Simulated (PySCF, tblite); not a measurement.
# CH₂BrFO, a complex of two parts: NMR shifts, interaction energy, infrared bands, spin-spin couplings and core binding energies, part 2 of 3

tblite 0.8.0 and PySCF 2.14.0. Atoms count from 0, parts from 1. The steps go on from the part before.

## 6. Interaction energy: PBE0-D3(BJ)/def2-TZVPD

What the job is given:

```
{"job": {"kind": "inter", "xc": "PBE0", "basis": "def2-TZVPD", "disp": "d3bj"}, "charge": 0, "multiplicity": 1, "parts": [{"atoms": "0-1", "charge": 0, "multiplicity": 1}, {"atoms": "2-5", "charge": 0, "multiplicity": 1}]}
Br     1.103013     0.373787     0.305509
F     -0.387281    -0.541123    -0.163506
C      4.155897     0.894057     0.549770
O      3.150744     1.476472     0.874581
H      4.116363    -0.075442     0.009949
H      5.152599     1.320831     0.782913
```

Method: PBE0-D3(BJ)/def2-TZVPD interaction energy, counterpoise and uncorrected, gas phase.

Standard output:

```text
part 1, own basis, geometry of the cluster
coarse grid: 12632 points
cycle   1  E = -2673.5411811417  dE = -9.584e-01  |g| = 5.569e-01  |ddm| = 1.368e+00
cycle   2  E = -2673.3991467254  dE =  1.420e-01  |g| = 1.061e+00  |ddm| = 7.683e-01
cycle   3  E = -2673.5821627302  dE = -1.830e-01  |g| = 1.419e-01  |ddm| = 5.420e-01
cycle   4  E = -2673.5851332426  dE = -2.971e-03  |g| = 2.184e-02  |ddm| = 7.557e-02
cycle   5  E = -2673.5851937582  dE = -6.052e-05  |g| = 2.826e-03  |ddm| = 1.170e-02
cycle   6  E = -2673.5851951154  dE = -1.357e-06  |g| = 6.538e-04  |ddm| = 2.169e-03
final grid: 24680 points
cycle   7  E = -2673.5852327454  dE =  8.642e-08  |g| = 1.258e-03  |ddm| = 1.193e-03
cycle   8  E = -2673.5852318035  dE =  9.418e-07  |g| = 2.664e-03  |ddm| = 1.937e-03
cycle   9  E = -2673.5852330520  dE = -1.249e-06  |g| = 1.267e-04  |ddm| = 1.242e-03
cycle  10  E = -2673.5852330559  dE = -3.827e-09  |g| = 7.532e-06  |ddm| = 9.385e-05
cycle  11  E = -2673.5852330558  dE =  1.000e-11  |g| = 2.493e-06  |ddm| = 5.510e-06
converged SCF energy = -2673.5852330558

part 2, own basis, geometry of the cluster
coarse grid: 3416 points
cycle   1  E = -114.3176055648  dE =  2.039e-01  |g| = 7.192e-01  |ddm| = 1.353e+00
cycle   2  E = -113.8919112308  dE =  4.257e-01  |g| = 1.633e+00  |ddm| = 1.051e+00
cycle   3  E = -114.4209585959  dE = -5.290e-01  |g| = 3.414e-02  |ddm| = 7.214e-01
cycle   4  E = -114.4211330010  dE = -1.744e-04  |g| = 2.348e-02  |ddm| = 4.296e-02
cycle   5  E = -114.4212491502  dE = -1.161e-04  |g| = 5.943e-03  |ddm| = 1.336e-02
cycle   6  E = -114.4212559540  dE = -6.804e-06  |g| = 1.420e-03  |ddm| = 3.271e-03
final grid: 33160 points
cycle   7  E = -114.4192425152  dE =  1.857e-06  |g| = 1.063e-02  |ddm| = 4.507e-02
cycle   8  E = -114.4191741500  dE =  6.837e-05  |g| = 2.204e-02  |ddm| = 1.296e-02
cycle   9  E = -114.4192624417  dE = -8.829e-05  |g| = 7.238e-04  |ddm| = 9.132e-03
cycle  10  E = -114.4192625518  dE = -1.101e-07  |g| = 1.208e-04  |ddm| = 4.211e-04
cycle  11  E = -114.4192625551  dE = -3.278e-09  |g| = 1.425e-05  |ddm| = 8.993e-05
cycle  12  E = -114.4192625551  dE = -4.729e-11  |g| = 1.030e-06  |ddm| = 1.246e-05
converged SCF energy = -114.4192625551

part 1, own basis, relaxed alone
coarse grid: 12632 points
cycle   1  E = -2673.5456821583  dE = -9.299e-01  |g| = 5.455e-01  |ddm| = 1.376e+00
cycle   2  E = -2673.4317231393  dE =  1.140e-01  |g| = 9.821e-01  |ddm| = 7.179e-01
cycle   3  E = -2673.5834865983  dE = -1.518e-01  |g| = 1.390e-01  |ddm| = 4.994e-01
cycle   4  E = -2673.5863718363  dE = -2.885e-03  |g| = 1.976e-02  |ddm| = 7.313e-02
cycle   5  E = -2673.5864218640  dE = -5.003e-05  |g| = 2.492e-03  |ddm| = 1.125e-02
cycle   6  E = -2673.5864228852  dE = -1.021e-06  |g| = 5.314e-04  |ddm| = 1.956e-03
final grid: 24680 points
cycle   7  E = -2673.5865069300  dE =  4.566e-08  |g| = 1.031e-03  |ddm| = 9.211e-04
cycle   8  E = -2673.5865063575  dE =  5.725e-07  |g| = 2.114e-03  |ddm| = 1.539e-03
cycle   9  E = -2673.5865071322  dE = -7.748e-07  |g| = 9.343e-05  |ddm| = 9.760e-04
cycle  10  E = -2673.5865071343  dE = -2.092e-09  |g| = 5.852e-06  |ddm| = 6.998e-05
cycle  11  E = -2673.5865071343  dE =  1.319e-11  |g| = 2.082e-06  |ddm| = 4.389e-06
converged SCF energy = -2673.5865071343

part 2, own basis, relaxed alone
coarse grid: 3416 points
cycle   1  E = -114.3196194933  dE =  2.102e-01  |g| = 7.145e-01  |ddm| = 1.357e+00
cycle   2  E = -113.9096872276  dE =  4.099e-01  |g| = 1.610e+00  |ddm| = 1.034e+00
cycle   3  E = -114.4210622180  dE = -5.114e-01  |g| = 3.341e-02  |ddm| = 7.056e-01
cycle   4  E = -114.4212315150  dE = -1.693e-04  |g| = 2.299e-02  |ddm| = 4.147e-02
cycle   5  E = -114.4213432439  dE = -1.117e-04  |g| = 5.735e-03  |ddm| = 1.315e-02
cycle   6  E = -114.4213496438  dE = -6.400e-06  |g| = 1.322e-03  |ddm| = 3.213e-03
final grid: 33160 points
cycle   7  E = -114.4194273421  dE =  1.239e-06  |g| = 1.053e-02  |ddm| = 4.443e-02
cycle   8  E = -114.4193620534  dE =  6.529e-05  |g| = 2.164e-02  |ddm| = 1.268e-02
cycle   9  E = -114.4194468433  dE = -8.479e-05  |g| = 6.942e-04  |ddm| = 8.956e-03
cycle  10  E = -114.4194469456  dE = -1.022e-07  |g| = 1.153e-04  |ddm| = 4.096e-04
cycle  11  E = -114.4194469486  dE = -2.975e-09  |g| = 1.348e-05  |ddm| = 8.409e-05
cycle  12  E = -114.4194469486  dE = -4.118e-11  |g| = 1.035e-06  |ddm| = 1.143e-05
converged SCF energy = -114.4194469486

cluster
final grid: 57840 points
cycle   1  E = -2788.0171553391  dE = -2.326e-02  |g| = 1.038e-01  |ddm| = 7.450e-01
cycle   2  E = -2788.0128584626  dE =  4.297e-03  |g| = 1.922e-01  |ddm| = 1.787e-01
cycle   3  E = -2788.0193777141  dE = -6.519e-03  |g| = 2.990e-02  |ddm| = 1.070e-01
cycle   4  E = -2788.0195492620  dE = -1.715e-04  |g| = 6.821e-03  |ddm| = 1.907e-02
cycle   5  E = -2788.0195569880  dE = -7.726e-06  |g| = 4.214e-03  |ddm| = 6.780e-03
cycle   6  E = -2788.0195598104  dE = -2.822e-06  |g| = 1.607e-03  |ddm| = 3.166e-03
cycle   7  E = -2788.0195602284  dE = -4.180e-07  |g| = 1.754e-04  |ddm| = 9.498e-04
cycle   8  E = -2788.0195602342  dE = -5.862e-09  |g| = 3.210e-05  |ddm| = 1.477e-04
cycle   9  E = -2788.0195602344  dE = -2.151e-10  |g| = 8.515e-06  |ddm| = 3.854e-05
converged SCF energy = -2788.0195602344

part 1 in the basis of the cluster
final grid: 57840 points
cycle   1  E = -2673.5855519710  dE = -3.212e-04  |g| = 1.066e-03  |ddm| = 5.149e-01
cycle   2  E = -2673.5855521925  dE = -2.216e-07  |g| = 5.445e-04  |ddm| = 1.445e-02
cycle   3  E = -2673.5855522009  dE = -8.337e-09  |g| = 3.261e-04  |ddm| = 6.038e-04
cycle   4  E = -2673.5855522131  dE = -1.219e-08  |g| = 1.755e-04  |ddm| = 2.655e-04
cycle   5  E = -2673.5855522181  dE = -4.982e-09  |g| = 7.615e-06  |ddm| = 9.567e-05
cycle   6  E = -2673.5855522181  dE = -7.731e-12  |g| = 1.306e-06  |ddm| = 8.595e-06
converged SCF energy = -2673.5855522181

part 2 in the basis of the cluster
final grid: 57840 points
cycle   1  E = -114.4192959193  dE = -3.284e-05  |g| = 3.538e-04  |ddm| = 1.498e-01
cycle   2  E = -114.4192959792  dE = -5.985e-08  |g| = 3.350e-05  |ddm| = 6.022e-03
cycle   3  E = -114.4192959794  dE = -2.296e-10  |g| = 3.357e-05  |ddm| = 3.575e-04
cycle   4  E = -114.4192959796  dE = -1.672e-10  |g| = 1.416e-05  |ddm| = 1.941e-05
converged SCF energy = -114.4192959796

Interaction energy (kcal/mol)
  counterpoise      -10.142
  uncorrected       -10.364
  dispersion part    -0.910
  deformation         0.915
  binding            -9.226

Decomposition of the uncorrected value (kcal/mol)
  electrostatic     -20.305
  Pauli              26.954
  orbital           -16.104
  dispersion         -0.910

Charge of each part in the cluster: -0.096 0.096
```

Wall time 21 s (1 thread of AMD EPYC 7R43, shared host); peak memory 0.64 GiB.

Counterpoise interaction energy: -10.14 kcal/mol.

## 7. Interaction energy: MP2/aug-cc-pVTZ

What the job is given:

```
{"job": {"kind": "inter", "xc": "MP2", "basis": "aug-cc-pVTZ"}, "charge": 0, "multiplicity": 1, "parts": [{"atoms": "0-1", "charge": 0, "multiplicity": 1}, {"atoms": "2-5", "charge": 0, "multiplicity": 1}]}
Br     1.103013     0.373787     0.305509
F     -0.387281    -0.541123    -0.163506
C      4.155897     0.894057     0.549770
O      3.150744     1.476472     0.874581
H      4.116363    -0.075442     0.009949
H      5.152599     1.320831     0.782913
```

Level: MP2/aug-cc-pVTZ interaction energy, counterpoise and uncorrected, gas phase.

Standard output:

```text
part 1, own basis, geometry of the cluster
final grid: 24680 points
cycle   1  E = -2671.8335970321  dE = -1.115e+00  |g| = 3.993e-01  |ddm| = 2.145e+00
cycle   2  E = -2671.8554936912  dE = -2.190e-02  |g| = 2.624e-01  |ddm| = 5.844e-01
cycle   3  E = -2671.8647578008  dE = -9.264e-03  |g| = 4.493e-02  |ddm| = 2.325e-01
cycle   4  E = -2671.8651229139  dE = -3.651e-04  |g| = 1.120e-02  |ddm| = 4.847e-02
cycle   5  E = -2671.8651554258  dE = -3.251e-05  |g| = 2.371e-03  |ddm| = 1.372e-02
cycle   6  E = -2671.8651570250  dE = -1.599e-06  |g| = 4.671e-04  |ddm| = 3.210e-03
cycle   7  E = -2671.8651571302  dE = -1.052e-07  |g| = 1.431e-04  |ddm| = 1.033e-03
cycle   8  E = -2671.8651571414  dE = -1.122e-08  |g| = 4.694e-05  |ddm| = 3.098e-04
cycle   9  E = -2671.8651571431  dE = -1.711e-09  |g| = 1.653e-05  |ddm| = 1.294e-04
cycle  10  E = -2671.8651571433  dE = -1.805e-10  |g| = 2.294e-06  |ddm| = 4.653e-05
converged SCF energy = -2671.8651571433

part 2, own basis, geometry of the cluster
final grid: 33160 points
cycle   1  E = -113.8087741640  dE =  1.796e-01  |g| = 6.743e-01  |ddm| = 3.293e+00
cycle   2  E = -113.8525182578  dE = -4.374e-02  |g| = 5.939e-01  |ddm| = 1.296e+00
cycle   3  E = -113.9121705358  dE = -5.965e-02  |g| = 4.681e-02  |ddm| = 5.714e-01
cycle   4  E = -113.9131108723  dE = -9.403e-04  |g| = 1.953e-02  |ddm| = 1.012e-01
cycle   5  E = -113.9133149522  dE = -2.041e-04  |g| = 7.996e-03  |ddm| = 4.414e-02
cycle   6  E = -113.9133717821  dE = -5.683e-05  |g| = 2.822e-03  |ddm| = 2.509e-02
cycle   7  E = -113.9133761813  dE = -4.399e-06  |g| = 4.312e-04  |ddm| = 8.078e-03
cycle   8  E = -113.9133762732  dE = -9.194e-08  |g| = 6.125e-05  |ddm| = 1.448e-03
cycle   9  E = -113.9133762757  dE = -2.503e-09  |g| = 1.215e-05  |ddm| = 2.260e-04
cycle  10  E = -113.9133762758  dE = -8.379e-11  |g| = 1.921e-06  |ddm| = 4.020e-05
converged SCF energy = -113.9133762758

part 1, own basis, relaxed alone
final grid: 24680 points
cycle   1  E = -2671.8377493770  dE = -1.072e+00  |g| = 3.935e-01  |ddm| = 2.165e+00
cycle   2  E = -2671.8597531645  dE = -2.200e-02  |g| = 2.416e-01  |ddm| = 5.566e-01
cycle   3  E = -2671.8674821190  dE = -7.729e-03  |g| = 4.530e-02  |ddm| = 2.152e-01
cycle   4  E = -2671.8678412450  dE = -3.591e-04  |g| = 1.081e-02  |ddm| = 4.812e-02
cycle   5  E = -2671.8678728899  dE = -3.164e-05  |g| = 2.393e-03  |ddm| = 1.316e-02
cycle   6  E = -2671.8678743976  dE = -1.508e-06  |g| = 3.792e-04  |ddm| = 2.960e-03
cycle   7  E = -2671.8678744664  dE = -6.880e-08  |g| = 7.094e-05  |ddm| = 7.790e-04
cycle   8  E = -2671.8678744686  dE = -2.263e-09  |g| = 1.721e-05  |ddm| = 1.490e-04
cycle   9  E = -2671.8678744687  dE = -8.731e-11  |g| = 1.924e-06  |ddm| = 2.311e-05
converged SCF energy = -2671.8678744687

part 2, own basis, relaxed alone
final grid: 33160 points
cycle   1  E = -113.8114960890  dE =  1.881e-01  |g| = 6.681e-01  |ddm| = 3.284e+00
cycle   2  E = -113.8554700836  dE = -4.397e-02  |g| = 5.820e-01  |ddm| = 1.278e+00
cycle   3  E = -113.9125792167  dE = -5.711e-02  |g| = 4.648e-02  |ddm| = 5.616e-01
cycle   4  E = -113.9135006110  dE = -9.214e-04  |g| = 1.932e-02  |ddm| = 9.932e-02
cycle   5  E = -113.9137002343  dE = -1.996e-04  |g| = 7.858e-03  |ddm| = 4.358e-02
cycle   6  E = -113.9137549315  dE = -5.470e-05  |g| = 2.734e-03  |ddm| = 2.456e-02
cycle   7  E = -113.9137590197  dE = -4.088e-06  |g| = 4.059e-04  |ddm| = 7.789e-03
cycle   8  E = -113.9137591006  dE = -8.089e-08  |g| = 5.711e-05  |ddm| = 1.370e-03
cycle   9  E = -113.9137591028  dE = -2.213e-09  |g| = 1.140e-05  |ddm| = 2.187e-04
cycle  10  E = -113.9137591029  dE = -7.603e-11  |g| = 1.791e-06  |ddm| = 4.011e-05
converged SCF energy = -113.9137591029

cluster
final grid: 6952 points
cycle   1  E = -2785.7825694078  dE = -1.542e-02  |g| = 5.676e-02  |ddm| = 7.854e-01
cycle   2  E = -2785.7845917561  dE = -2.022e-03  |g| = 2.456e-02  |ddm| = 1.614e-01
cycle   3  E = -2785.7850310817  dE = -4.393e-04  |g| = 1.754e-02  |ddm| = 7.133e-02
cycle   4  E = -2785.7851597414  dE = -1.287e-04  |g| = 4.404e-03  |ddm| = 3.845e-02
cycle   5  E = -2785.7851750578  dE = -1.532e-05  |g| = 1.639e-03  |ddm| = 1.407e-02
cycle   6  E = -2785.7851772322  dE = -2.174e-06  |g| = 7.811e-04  |ddm| = 5.177e-03
cycle   7  E = -2785.7851774540  dE = -2.218e-07  |g| = 2.408e-04  |ddm| = 1.535e-03
cycle   8  E = -2785.7851774931  dE = -3.910e-08  |g| = 7.275e-05  |ddm| = 7.082e-04
cycle   9  E = -2785.7851774962  dE = -3.075e-09  |g| = 2.425e-05  |ddm| = 1.891e-04
cycle  10  E = -2785.7851774967  dE = -4.488e-10  |g| = 1.013e-05  |ddm| = 6.821e-05
converged SCF energy = -2785.7851774967

part 1 in the basis of the cluster
final grid: 6952 points
cycle   1  E = -2671.8653650274  dE = -2.083e-04  |g| = 2.461e-03  |ddm| = 4.713e-01
cycle   2  E = -2671.8653668296  dE = -1.802e-06  |g| = 3.528e-04  |ddm| = 5.327e-02
cycle   3  E = -2671.8653668710  dE = -4.137e-08  |g| = 1.351e-04  |ddm| = 7.787e-03
cycle   4  E = -2671.8653668733  dE = -2.292e-09  |g| = 3.273e-05  |ddm| = 6.704e-04
cycle   5  E = -2671.8653668735  dE = -2.456e-10  |g| = 1.253e-05  |ddm| = 1.867e-04
converged SCF energy = -2671.8653668735

part 2 in the basis of the cluster
final grid: 6952 points
cycle   1  E = -113.9134420742  dE = -6.562e-05  |g| = 1.769e-03  |ddm| = 2.708e-01
cycle   2  E = -113.9134429320  dE = -8.578e-07  |g| = 2.381e-04  |ddm| = 2.870e-02
cycle   3  E = -113.9134429518  dE = -1.975e-08  |g| = 2.613e-05  |ddm| = 4.149e-03
cycle   4  E = -113.9134429520  dE = -2.557e-10  |g| = 1.836e-05  |ddm| = 2.403e-04
converged SCF energy = -113.9134429520

Interaction energy (kcal/mol)
  counterpoise       -8.322
  uncorrected       -10.015
  dispersion part     0.000
  deformation         0.510
  binding            -7.812

Decomposition of the uncorrected value (kcal/mol)
  electrostatic     -20.806
  Pauli              27.948
  orbital           -11.311
  dispersion          0.000
  correlation        -5.846

Charge of each part in the cluster: -0.064 0.064
```

It took 13 s on 1 thread of AMD EPYC 7R43, shared host; peak memory 0.5 GiB.

In short: -8.32 kcal/mol with counterpoise, basis-set superposition error 1.69.

## 8. Harmonic vibrations: PBE0-D3(BJ)/def2-SVPD

What the job is given:

```
{"job": {"kind": "irdft", "xc": "PBE0", "basis": "def2-SVPD", "disp": "d3bj", "grid": 2}, "charge": 0, "multiplicity": 1, "parts": [{"atoms": "0-1", "charge": 0, "multiplicity": 1}, {"atoms": "2-5", "charge": 0, "multiplicity": 1}]}
Br     1.103013     0.373787     0.305509
F     -0.387281    -0.541123    -0.163506
C      4.155897     0.894057     0.549770
O      3.150744     1.476472     0.874581
H      4.116363    -0.075442     0.009949
H      5.152599     1.320831     0.782913
```

Method: PBE0-D3(BJ)/def2-SVPD harmonic vibrations by differences of gradients, gas phase.

Standard output:

```text
coarse grid: 27936 points
cycle   1  E = -2787.3676099894  dE = -7.657e-01  |g| = 7.112e-01  |ddm| = 2.827e+00
cycle   2  E = -2787.0598427482  dE =  3.078e-01  |g| = 1.462e+00  |ddm| = 1.380e+00
cycle   3  E = -2787.4676473495  dE = -4.078e-01  |g| = 7.441e-02  |ddm| = 9.325e-01
cycle   4  E = -2787.4673101989  dE =  3.372e-04  |g| = 8.429e-02  |ddm| = 1.006e-01
cycle   5  E = -2787.4686082874  dE = -1.298e-03  |g| = 1.412e-02  |ddm| = 6.367e-02
cycle   6  E = -2787.4686429515  dE = -3.466e-05  |g| = 2.412e-03  |ddm| = 1.117e-02
cycle   7  E = -2787.4686440769  dE = -1.125e-06  |g| = 3.944e-04  |ddm| = 2.902e-03
final grid: 57840 points
cycle   8  E = -2787.4686696861  dE =  2.969e-08  |g| = 7.393e-04  |ddm| = 1.189e-03
cycle   9  E = -2787.4686693122  dE =  3.740e-07  |g| = 1.579e-03  |ddm| = 1.390e-03
cycle  10  E = -2787.4686697896  dE = -4.775e-07  |g| = 1.049e-04  |ddm| = 9.761e-04
cycle  11  E = -2787.4686697914  dE = -1.774e-09  |g| = 3.604e-05  |ddm| = 9.050e-05
cycle  12  E = -2787.4686697916  dE = -2.046e-10  |g| = 6.077e-06  |ddm| = 3.017e-05
converged SCF energy = -2787.4686697916

mode    cm-1     km/mol
  1     103.2      4.11
  2     158.1      4.71
  3     178.6     16.14
  4     271.8     45.87
  5     335.0      2.26
  6     624.9    132.98
  7    1207.7      5.38
  8    1255.2      6.92
  9    1494.7     22.08
 10    1836.5    148.24
 11    2971.9     51.29
 12    3076.4     22.81
```

Wall time 4.6 min (1 thread of AMD EPYC 7R43, shared host); peak memory 0.56 GiB.

The strongest bands and the atoms that carry them:

```csv
cm⁻¹,km/mol,atoms
272,45.9,"O3 62 %, Br0 11 %"
625,133.0,"F1 82 %, Br0 18 %"
1495,22.1,"H4 47 %, H5 46 %"
1836,148.2,"C2 56 %, O3 39 %"
2972,51.3,"H4 52 %, H5 44 %"
3076,22.8,"H5 48 %, H4 41 %, C2 11 %"
```

Strongest bands of the parts alone (cm⁻¹, km/mol): part 1: 689 (31); part 2: 1873 (121), 2910 (70), 2984 (96).

On forming the cluster at 298.15 K and 1 atm (harmonic, kcal/mol): zero-point energy +1.56, all enthalpy terms beyond the electronic energy +1.26, −TΔS +8.92.

## 9. J couplings: B3LYP/pcSseg-1+pcJ-1

What the job is given:

```
{"job": {"kind": "j", "xc": "B3LYP", "basis": "pcJ-1"}, "charge": 0, "multiplicity": 1, "parts": [{"atoms": "0-1", "charge": 0, "multiplicity": 1}, {"atoms": "2-5", "charge": 0, "multiplicity": 1}]}
Br     1.103013     0.373787     0.305509
F     -0.387281    -0.541123    -0.163506
C      4.155897     0.894057     0.549770
O      3.150744     1.476472     0.874581
H      4.116363    -0.075442     0.009949
H      5.152599     1.320831     0.782913
```

Method: B3LYP/pcJ-1 Br:pcSseg-1 indirect spin-spin coupling, non-relativistic, gas phase.

Standard output:

```text
coarse grid: 27936 points
cycle   1  E = -2788.0721788530  dE = -8.651e-01  |g| = 1.128e+00  |ddm| = 2.159e+00
cycle   2  E = -2787.6048651843  dE =  4.673e-01  |g| = 1.889e+00  |ddm| = 1.502e+00
cycle   3  E = -2788.1928302425  dE = -5.880e-01  |g| = 3.361e-01  |ddm| = 1.192e+00
cycle   4  E = -2788.2086781256  dE = -1.585e-02  |g| = 1.457e-01  |ddm| = 1.937e-01
cycle   5  E = -2788.2112738284  dE = -2.596e-03  |g| = 6.405e-02  |ddm| = 1.113e-01
cycle   6  E = -2788.2119576373  dE = -6.838e-04  |g| = 6.854e-03  |ddm| = 3.768e-02
cycle   7  E = -2788.2119633912  dE = -5.754e-06  |g| = 1.334e-03  |ddm| = 7.402e-03
final grid: 57840 points
cycle   8  E = -2788.2119609251  dE =  4.397e-07  |g| = 2.205e-03  |ddm| = 2.917e-03
cycle   9  E = -2788.2119580378  dE =  2.887e-06  |g| = 4.601e-03  |ddm| = 3.621e-03
cycle  10  E = -2788.2119617552  dE = -3.717e-06  |g| = 6.407e-04  |ddm| = 2.402e-03
cycle  11  E = -2788.2119618246  dE = -6.945e-08  |g| = 8.345e-05  |ddm| = 4.999e-04
cycle  12  E = -2788.2119618258  dE = -1.198e-09  |g| = 2.371e-05  |ddm| = 6.419e-05
cycle  13  E = -2788.2119618259  dE = -7.549e-11  |g| = 2.429e-06  |ddm| = 1.660e-05
converged SCF energy = -2788.2119618259

Indirect spin-spin couplings (Hz)
  i      j    bonds     total        FC       PSO       DSO        SD
  1 F    2 C   99     -0.728    -2.305     1.786    -0.558     0.349
  1 F    3 O   99     -2.023     4.884     6.761     0.447   -14.115
  1 F    4 H   99      5.586     5.767     1.459    -1.475    -0.165
  1 F    5 H   99     10.109    10.520     1.228    -1.717     0.078
  2 C    3 O    1     32.570    12.352    22.893    -0.050    -2.625
  2 C    4 H    1    189.805   189.360    -0.985     0.827     0.603
  2 C    5 H    1    191.093   190.793    -0.971     0.735     0.536
  3 O    4 H    2      0.619    -2.212     3.153     0.334    -0.656
  3 O    5 H    2     -5.407    -8.331     3.154     0.366    -0.595
  4 H    5 H    2     38.826    38.308     3.363    -3.075     0.231

== part 1 alone, relaxed ==
coarse grid: 12632 points
cycle   1  E = -2673.6341719827  dE = -1.070e+00  |g| = 9.048e-01  |ddm| = 1.522e+00
cycle   2  E = -2673.4758967534  dE =  1.583e-01  |g| = 1.209e+00  |ddm| = 9.601e-01
cycle   3  E = -2673.6654403885  dE = -1.895e-01  |g| = 3.799e-01  |ddm| = 8.173e-01
cycle   4  E = -2673.6889202699  dE = -2.348e-02  |g| = 5.821e-02  |ddm| = 2.072e-01
cycle   5  E = -2673.6892209354  dE = -3.007e-04  |g| = 7.132e-03  |ddm| = 3.977e-02
cycle   6  E = -2673.6892265951  dE = -5.660e-06  |g| = 1.015e-03  |ddm| = 8.033e-03
final grid: 24680 points
cycle   7  E = -2673.6891662164  dE =  1.803e-07  |g| = 1.610e-03  |ddm| = 1.706e-03
cycle   8  E = -2673.6891650885  dE =  1.128e-06  |g| = 3.080e-03  |ddm| = 2.351e-03
cycle   9  E = -2673.6891666061  dE = -1.518e-06  |g| = 3.191e-04  |ddm| = 1.597e-03
cycle  10  E = -2673.6891666152  dE = -9.124e-09  |g| = 1.027e-05  |ddm| = 1.963e-04
cycle  11  E = -2673.6891666152  dE = -2.319e-11  |g| = 1.661e-06  |ddm| = 1.362e-05
converged SCF energy = -2673.6891666152

Indirect spin-spin couplings (Hz)
  i      j    bonds     total        FC       PSO       DSO        SD

== part 2 alone, relaxed ==
coarse grid: 3416 points
cycle   1  E = -114.3713690035  dE =  2.094e-01  |g| = 7.606e-01  |ddm| = 1.508e+00
cycle   2  E = -113.8655416411  dE =  5.058e-01  |g| = 1.766e+00  |ddm| = 1.878e+00
cycle   3  E = -114.4820781334  dE = -6.165e-01  |g| = 5.047e-02  |ddm| = 1.485e+00
cycle   4  E = -114.4824314598  dE = -3.533e-04  |g| = 3.516e-02  |ddm| = 5.862e-02
cycle   5  E = -114.4827029308  dE = -2.715e-04  |g| = 7.039e-03  |ddm| = 2.286e-02
cycle   6  E = -114.4827125201  dE = -9.589e-06  |g| = 1.393e-03  |ddm| = 5.694e-03
final grid: 33160 points
cycle   7  E = -114.5083336248  dE = -4.689e-05  |g| = 6.463e-03  |ddm| = 6.221e-03
cycle   8  E = -114.5083077680  dE =  2.586e-05  |g| = 1.349e-02  |ddm| = 8.892e-03
cycle   9  E = -114.5083404221  dE = -3.265e-05  |g| = 7.559e-04  |ddm| = 6.928e-03
cycle  10  E = -114.5083405227  dE = -1.006e-07  |g| = 2.639e-04  |ddm| = 7.559e-04
cycle  11  E = -114.5083405382  dE = -1.545e-08  |g| = 1.798e-05  |ddm| = 1.907e-04
cycle  12  E = -114.5083405383  dE = -7.103e-11  |g| = 1.559e-06  |ddm| = 1.734e-05
converged SCF energy = -114.5083405383

Indirect spin-spin couplings (Hz)
  i      j    bonds     total        FC       PSO       DSO        SD
  0 C    1 O    1     33.130    12.998    22.869     0.001    -2.737
  0 C    2 H    1    182.482   182.208    -0.794     0.644     0.424
  0 C    3 H    1    182.322   182.047    -0.791     0.644     0.423
  1 O    2 H    2     -2.593    -5.755     3.443     0.493    -0.774
  1 O    3 H    2     -2.611    -5.771     3.445     0.492    -0.777
  2 H    3 H    2     45.420    45.207     3.262    -3.306     0.257
```

Run time: 18 s. Hardware: 1 thread of AMD EPYC 7R43, shared host; peak memory 0.71 GiB.

Beyond four bonds or across contacts, the largest of 1 Hz or more: F1–H5 10.1 Hz, F1–H4 5.6 Hz, F1–O3 -2.0 Hz.

Couplings of 1 Hz or more over one to four bonds, nine at most for each number (isotopes 13C, 19F, 1H, 17O):

```csv
pair,bonds,J (Hz),Fermi contact (Hz)
C2–H5,1,191.1,190.8
C2–H4,1,189.8,189.4
C2–O3,1,32.6,12.4
H4–H5,2,38.8,38.3
O3–H5,2,-5.4,-8.3
```

The response was solved for the nuclei of C, F, H, O alone, so couplings that need other nuclei can be missing.

Quadrupole couplings from the field gradients of the same density:

```csv
atom,isotope,eQq/h (MHz),η
Br0,79Br,1091.4,0.01
O3,17O,11.0,0.61
```

Against the parts alone, each relaxed by itself:

```csv
pair,alone (Hz),in the cluster,change (Hz)
C2–H5,182.3,191.1,+8.8
C2–H4,182.5,189.8,+7.3
H4–H5,45.4,38.8,-6.6
O3–H4,-2.6,0.6,+3.2
O3–H5,-2.6,-5.4,-2.8
C2–O3,33.1,32.6,-0.6
```

(Part 2 of 3 ends here.)
